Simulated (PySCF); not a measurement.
Species: C4H9N.
Atom-mapped SMILES: `[CH2:1]=[N:2][CH2:3][CH2:4][CH3:5]` (hydrogens: H6, H7 on C1; H8, H9 on C3; H10, H11 on C4; H12, H13, H14 on C5)

Method used: core-valence-separated Tamm–Dancoff BHandHLYP/aug-pcX-1 (pcseg-1 on H) in PySCF, non-relativistic, gas phase, PBE0-D3(BJ)/def2-SVP geometry. No empirical shift is added; at this level the pattern usually sits a few eV under experiment.

Problem. Give energies, oscillator strengths and core holes at the C K edge.

Solution. 
| E (eV) | f | core hole on | main final orbital | polarisation |
| --- | --- | --- | --- | --- |
| 282.81 | 0.0645 | C1 | LUMO (58 %) | normal to the local trigonal plane |
| 285.29 | 0.0093 | C5 | LUMO+2 (50 %) | – |
| 285.47 | 0.0124 | C4 | LUMO (38 %) | – |
| 285.67 | 0.0019 | C3 | LUMO (89 %) | – |
| 285.78 | 0.0110 | C5 | LUMO (60 %) | – |
| 285.93 | 0.0108 | C4 | LUMO (44 %) | – |
| 285.96 | 0.0212 | C5 | spread | – |
| 286.21 | 0.0184 | C4 | spread | – |
| 286.29 | 0.0198 | C5 | spread | – |
| 286.35 | 0.0228 | C3 | LUMO+3 (33 %) | – |
| 286.70 | 0.0064 | C5 | LUMO+4 (52 %) | – |
| 286.71 | 0.0045 | C4 | LUMO+3 (43 %) | – |
| 286.74 | 0.0123 | C1 | LUMO+1 (65 %) | in the local trigonal plane |
| 286.79 | 0.0309 | C3 | LUMO+4 (40 %) | – |
| 286.97 | 0.0034 | C4 | LUMO+1 (51 %) | – |
| 287.00 | 0.0056 | C5 | LUMO+1 (47 %) | – |
| 287.33 | 0.0023 | C5 | LUMO+5 (42 %) | – |
| 287.35 | 0.0332 | C1 | spread | in the local trigonal plane |
| 287.48 | 0.0026 | C4 | spread | – |

The first line with a tenth or more of the strongest one's intensity is at 282.81 eV (f = 0.064), with the hole on C1 (imine carbon), polarised normal to the local trigonal plane: a 1s→π* resonance. It is also the strongest listed.

Problem. Give energies, oscillator strengths and core holes at the N K edge.

Solution. 
```csv
E (eV),f,core hole on,main final orbital
395.97,0.0626,N2,LUMO (64 %)
401.13,0.0041,N2,LUMO+1 (63 %)
401.56,0.0015,N2,LUMO+2 (30 %)
401.69,0.0009,N2,LUMO+3 (55 %)
401.95,0.0002,N2,LUMO+2 (43 %)
402.26,0.0040,N2,spread
402.44,0.0068,N2,LUMO+5 (34 %)
```

The first line with a tenth or more of the strongest one's intensity is at 395.97 eV (f = 0.063), with the hole on N2 (imine nitrogen). It is also the strongest listed.

Roots within 0.03 eV whose holes lie on the same, on equivalent or on shared atoms are summed into one line, and the highest roots are left out, as the search may have cut off their partners. Final orbitals are the ground state's empty Kohn–Sham orbitals. A dash: too weak, shared between unlike atoms, or no plane or axis to refer to.

Problem. What length of transition dipole belongs to the line at 286.74 eV?

Solution. From f = (2/3) ΔE |μ|² in atomic units, with ΔE = 10.537 Eh and f = 0.0123: |μ| = 0.042 au = 0.11 D.

Only the lowest roots of each edge were sought.

The values belong to the conformer `[CH2:1]=[N:2][CH2:3][CH2:4][CH3:5]`: C1–N2–C3–C4 -125°, N2–C3–C4–C5 65°.
